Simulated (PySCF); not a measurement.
These are PySCF with PBE-D3(BJ)/def2-TZVP // PBE0-D3(BJ)/def2-TZVP values and carry that method's errors. Isolated molecules, 0 K electronic values unless said otherwise. One relaxed conformer stands for a flexible species; it need not be the lowest. Excitations are Tamm–Dancoff values on a coarser integration grid. The basis has no diffuse functions, so Rydberg states are missing or too high.

Reference species (SMILES): `F[Si](F)(F)F` (neutral, multiplicity 1).

- S1 excitation (TDA) = 10.17 eV
- S1 oscillator strength = 0.000
- HOMO = -10.59 eV

After one change: the S1 excitation (TDA) drops by 5.05 eV; the S1 oscillator strength stays essentially unchanged; the HOMO increases by 4.20 eV.

Question: What was changed between the two runs? The new species is one of these.
(A) `F[Si](S)(S)S`
(B) `S[Si](S)(S)S`
(C) `F[Si](F)(F)S`
(D) `F[Si](F)(S)S` (S–Si–S–H torsion 49°, S–Si–S–H torsion 49°)

Answer: B, `S[Si](S)(S)S`
